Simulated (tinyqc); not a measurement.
Inside a calculation. Method: extended Hueckel theory, for LiH+. The parameters take no account of the charge, which enters only through the electron count. One step of it, computed by the program tinyqc.

Task: Mulliken analysis. P = C n C^T; charge = valence electrons (H 1, Li 1) minus the sum of (P S)_ii on the atom; overlap population = 2 sum P_ij S_ij between two atoms.

coefficients, order 1Li 2s, 1Li 2px, 1Li 2py, 1Li 2pz, 2H 1s:
$$\begin{pmatrix}
0.139327 & 0.870161 & 0.000000 & 0.000000 & 0.615468 \\
0.000000 & 0.000000 & 0.861025 & -0.508562 & 0.000000 \\
0.000000 & 0.000000 & 0.508562 & 0.861025 & 0.000000 \\
0.121230 & -0.493209 & 0.000000 & 0.000000 & 1.021507 \\
0.887290 & -0.115943 & 0.000000 & 0.000000 & -0.809996
\end{pmatrix}$$

occupations: [1.000000, 0.000000, 0.000000, 0.000000, 0.000000]

overlap S, order 1Li 2s, 1Li 2px, 1Li 2py, 1Li 2pz, 2H 1s:
$$\begin{pmatrix}
1.000000 & 0.000000 & 0.000000 & 0.000000 & 0.326596 \\
0.000000 & 1.000000 & 0.000000 & 0.000000 & 0.000000 \\
0.000000 & 0.000000 & 1.000000 & 0.000000 & 0.000000 \\
0.000000 & 0.000000 & 0.000000 & 1.000000 & 0.454872 \\
0.326596 & 0.000000 & 0.000000 & 0.454872 & 1.000000
\end{pmatrix}$$

Give: charges; Overlap populations.

Result:

charges: 1Li 0.8766, 2H 0.1234

Overlap populations:
```
pair     value
2-1   0.178607
```
